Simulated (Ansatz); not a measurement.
# Counterpoise correction, worked out

The pair of NH₃ (SMILES N, atoms 1–4) and HF (SMILES F, atoms 5–6), both closed shells, in one local arrangement (a lower one may exist), relaxed at PBE0-D4/def2-TZVP:

```xyz
6
angstrom
N -0.0064 0.0470 -0.5262
H 0.4385 0.9074 -0.8221
H 0.4838 -0.7214 -0.9680
H -0.9550 0.0524 -0.8813
F 0.0254 -0.1853 2.0768
H 0.0137 -0.1001 1.1208
```

Ansatz 0.2.0; basis: def2-TZVPPD; cores frozen in the correlated methods.

MP2 total energies in eV:

| system | geometry | basis functions | energy |
| --- | --- | --- | --- |
| pair | pair | all | -4267.23860 |
| NH₃ | as in the pair | all (partner as ghosts) | -1536.33368 |
| HF | as in the pair | all (partner as ghosts) | -2730.34356 |
| NH₃ | as in the pair | its own | -1536.31080 |
| HF | as in the pair | its own | -2730.33050 |
| NH₃ | free (PBE0-D4 minimum) | its own | -1536.31236 |
| HF | free (PBE0-D4 minimum) | its own | -2730.37406 |

Question: Work out the interaction energy with and without the counterpoise correction, the superposition error, and the binding energy from the relaxed fragments.

Answer: Without correction: -4267.23860 − (-1536.31080) − (-2730.33050) = -0.59730 eV.
With correction (each fragment in the whole basis): -4267.23860 − (-1536.33368) − (-2730.34356) = -0.56136 eV = -12.95 kcal/mol.
The superposition error is the difference, 0.03594 eV, 6 % of the uncorrected value: each fragment borrows its partner's functions.
Deformation from the free shapes: 0.00156 eV for NH₃ and 0.04356 eV for HF.
Binding energy from relaxed fragments: -0.56136 + 0.00156 + 0.04356 = -0.51624 eV = -11.90 kcal/mol (electronic, without zero-point energy; negative means bound). For comparison, the corrected interaction energy by CCSD(T) at an estimated basis limit (MP2 extrapolated from triple and quadruple zeta, plus CCSD(T) − MP2 in triple zeta) is -0.582 eV.

T1 diagnostic: at most 0.011.

For scale, one of the runs: CCSD(T)/def2-TZVPPD, 145 basis functions, launched by `ansatz run in.yaml --threads 2 --pin off --events-out ev --progress --plain --max-ram 5222MiB`. The run took 7.5 s on 2 CPU threads of an Intel Xeon Platinum 8488C (shared host), with 0.92 GiB of host memory at its peak.
